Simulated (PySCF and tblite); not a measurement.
Values are calculated unless marked as measured or tabulated.
Molecule: C5H9N, numbered as in [CH2:1]=[C:2]1[CH2:3][CH2:4][NH:5][CH2:6]1; H are named by their carrier, a and b as at the first point (Å):

```
C1       2.100   -0.036    0.254
C2       0.796    0.006    0.061
C3      -0.236   -0.926    0.635
C4      -1.509   -0.505   -0.109
N5      -1.375    0.931   -0.407
C6       0.051    1.017   -0.775
H1a      2.761    0.687   -0.193
H1b      2.560   -0.796    0.863
H3a      0.015   -1.975    0.482
H3b     -0.341   -0.757    1.711
H4a     -1.580   -1.040   -1.062
H4b     -2.424   -0.688    0.456
H5      -1.360    1.326    0.536
H6a      0.143    0.753   -1.836
H6b      0.421    2.036   -0.651
```

The mean out-of-plane torsion at N5 (0° is planar) is held and the rest relaxed at GFN2-xTB. Energies: PBE/pcSseg-1 + D3(BJ). Couplings: B3LYP/6-31G* with H pcJ-1 N pcJ-1, gas phase, for ¹H, ¹⁵N. (tblite 0.8, PySCF 2.14.)

(1) How do the most sensitive couplings change along the out-of-plane angle?

(2) Set ³J(H4a,H5) against its H–C–N–H torsion.

Answers

(1) 
```tsv
out-of-plane angle °	¹J(N5,H5)	³J(H4a,H5)	³J(H5,H6a)	³J(H5,H6b)	³J(H4b,H5)	²J(N5,H6b)	²J(N5,H4b)
-46	-52.9	14.7	14.4	6.3	4.8	-2.1	-2.6
-28	-82.6	11.3	10.4	8.9	8.0	0.1	-0.1
0	-103.4	-1.9	-1.7	1.1	2.8	-1.3	-1.0
28	-79.1	2.8	4.9	-0.4	0.2	-5.8	-4.6
45	-54.2	7.3	9.6	0.2	0.2	-6.9	-6.0
```
Values in Hz.

(2) 35°: 7.3 Hz, 55°: 2.8 Hz, 85°: -1.9 Hz, 144°: 11.3 Hz, 178°: 14.7 Hz.
